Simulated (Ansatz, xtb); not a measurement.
# Relative energy of two structures of H2OSSi

Structure a is `O[SiH]=S`, a singlet and structure b is a singlet given by its coordinates. Both are isolated molecules in the gas phase, relaxed with PBE0-D3(BJ)/pcseg-1; the shapes shown needn't be the lowest conformers.

a (Å):

```xyz
5

O    -3.6963   -0.8796    0.5498
S    -2.1639    1.2394    2.4306
Si   -3.2467   -0.3228    2.0311
H    -3.3816   -0.3650   -0.2076
H    -3.8621   -1.2913    2.9642
```

b (Å):

```xyz
5

O    -4.5458   -0.3894    0.4865
S    -2.0823   -0.0190    2.0694
Si   -4.0749   -0.8965    2.0028
H    -3.9843    0.1433   -0.0939
H    -1.7884   -0.4747    3.3076
```

Close contacts (Å): O1–Si3 1.67, S2–Si3 2.18, O1–H4 0.97, S2–H5 1.35.

Energies in hartree; the thermal terms are from PBE0-D3(BJ)/pcseg-1 harmonic frequencies (ideal gas, rigid rotor, one conformer each, 298.15 K, 1 atm) and include the zero-point energy:

```
                                a           b
E, CCSD(T)/def2-TZVPP  −763.187566  −763.169843
    zero-point energy     0.024628     0.023680
         H(298 K) − E     0.029602     0.029121
         G(298 K) − E    −0.002093    −0.003560
```

Task: Work out ΔE, ΔE₀, ΔH and ΔG for a → b in kcal/mol (1 Eh = 627.51 kcal/mol) and the equilibrium ratio [b]/[a].

Result: 1. ΔE = −763.169843 − (−763.187566) = +0.017723 Eh = +11.12 kcal/mol.
2. ΔE₀ = ΔE + ΔZPE = +0.017723 + (−0.000948) Eh = +10.53 kcal/mol.
3. ΔH = ΔE + (−0.000481) Eh = +10.82 kcal/mol.
4. ΔG = ΔE + (−0.001467) Eh = +10.20 kcal/mol, so ΔS = (ΔH − ΔG)/T = +8.7 J/(mol K).
5. kT = 0.9442 mEh, so K = [b]/[a] = exp(−ΔG/kT) = exp(−17.22) ≈ 3.3 × 10^−8.

Structure a is favoured at this temperature. An error of 1 kcal/mol in ΔG would change K by a factor of 5.4. HF/STO-3G gave ΔE the other sign. Mirror images and further conformers aren't counted.

Other levels gave ΔE = +26.9 (GFN2-xTB); −20.4 (HF/STO-3G, GFN2-xTB geometries); +11.9 (r2SCAN-D4/def2-SVP, GFN2-xTB geometries); +10.2 (PBE0-D3(BJ)/pcseg-1); +12.7 (HF/def2-TZVPP); +14.5 (MP2/def2-TZVPP) kcal/mol. The correlated steps freeze 11 core orbitals. Programs: Ansatz 0.2.0, xtb 6.7.1.
